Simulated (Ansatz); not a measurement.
Results of r²SCAN+rVV10 in Ansatz (PAW) for fluorite SrCl2.

Numerical settings: plane-wave cutoff 560 eV, 8×8×8 k mesh, Fermi–Dirac smearing 0.01 eV, scalar-relativistic PAW data made under PBE.

Response to compression and expansion:

```csv
V (Å³/atom),P (GPa),direct gap at Γ (eV),smallest gap on the k mesh (eV)
26.307,2.83,6.480,5.840
26.867,1.78,6.391,5.857
27.426,0.84,6.304,5.872
27.986,0.00,6.219,5.866
28.546,-0.75,6.137,5.792
29.105,-1.43,6.058,5.721
29.665,-2.03,5.981,5.651
```

The fundamental gap (5.87 eV at the equilibrium volume, with added k points) lies elsewhere than Γ–Γ.

Measured, for comparison: band gap 7.5 eV (temperature not stated, not corrected to a static lattice; as tabulated in Aguado et al. (1999), arXiv:cond-mat/9901145).

Spin–orbit coupling is not included.

Ansatz is a quantum-chemistry and plane-wave program.
